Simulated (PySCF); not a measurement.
## Functional dependence of a UV spectrum

Ethylenediamine, C2H8N2.
SMILES with atom numbers: `[NH2:1][CH2:2][CH2:3][NH2:4]` (hydrogens: H5, H6 on N1; H7, H8 on C2; H9, H10 on C3; H11, H12 on N4)

Structure used (PBE0-D3(BJ)/def2-SVP), in Å, numbered top down from 1:
```
atom  x, y, z in Å
N1     1.040   -0.932    0.783
C2     0.639    0.453    0.611
C3    -0.775    0.529    0.056
N4    -0.877   -0.236   -1.174
H5     1.904   -0.990    1.317
H6     1.252   -1.329   -0.131
H7     0.659    0.953    1.593
H8     1.309    1.032   -0.060
H9    -1.479    0.198    0.848
H10   -1.010    1.584   -0.161
H11   -1.752   -0.032   -1.650
H12   -0.910   -1.228   -0.945
```

Linear-response calculations in the def2-SVPD basis (PySCF; singlets by full response, triplets Tamm–Dancoff, core orbitals frozen in the response; HF means time-dependent Hartree–Fock). 'Strongest' is the level of largest summed f among the singlets computed (10 roots, of which the last may lack a degenerate partner); it can jump between rows when another state enters that window. S1 is the lowest singlet of each run and needn't be the same state throughout; f(S1) is that of one state. One conformer (not necessarily the lowest) at the PBE0-D3(BJ)/def2-SVP geometry, without solvent, vibrations or thermal averaging.

```csv
functional,kind,S1 (eV),f(S1),strongest (eV),T1 (eV),HOMO (eV),gap (eV),"ionisation energy, ΔSCF (eV)"
LDA,LDA,5.36,0.001,6.97,5.20,-5.34,5.30,8.53
PBE,GGA,5.34,0.002,6.96,5.16,-5.24,5.28,8.41
PBE0,"global hybrid, 25% exact exchange",6.18,0.001,7.91,5.92,-6.68,7.50,8.82
BHandHLYP,"global hybrid, 50% exact exchange",6.69,0.001,8.54,6.37,-8.10,9.45,9.16
CAM-B3LYP,range-separated hybrid,6.33,0.000,8.19,6.04,-8.15,9.65,9.11
wB97X-D,range-separated hybrid,6.58,0.000,8.47,6.39,-8.62,11.17,9.02
LC-wPBE,range-separated hybrid,6.94,0.000,8.71,6.58,-9.50,12.19,9.34
HF,Hartree–Fock,7.67,0.000,9.62,7.17,-10.31,13.33,not settled
```

**Question.** What does B3LYP (global hybrid, 20% exact exchange) give?

**Answer.** S1 (eV) 5.93, f(S1) 0.001, strongest (eV) 7.62, T1 (eV) 5.70, HOMO (eV) -6.48, gap (eV) 6.96, ionisation energy, ΔSCF (eV) 8.83. S1 runs from 5.34 eV (PBE) to 7.67 eV (HF), a spread of 2.33 eV, while the orbital gap spreads over 8.0 eV. Along PBE (0%), B3LYP (20%), PBE0 (25%), BHandHLYP (50%), HF (100%) S1 rises with the share of exact exchange. −ε(HOMO) comes closest to its own ΔSCF ionisation energy with LC-wPBE (+0.15 eV) and misses most with LDA (-3.20 eV). 'Not settled' means that the ion's SCF failed to converge or may have ended in another state than the lowest.
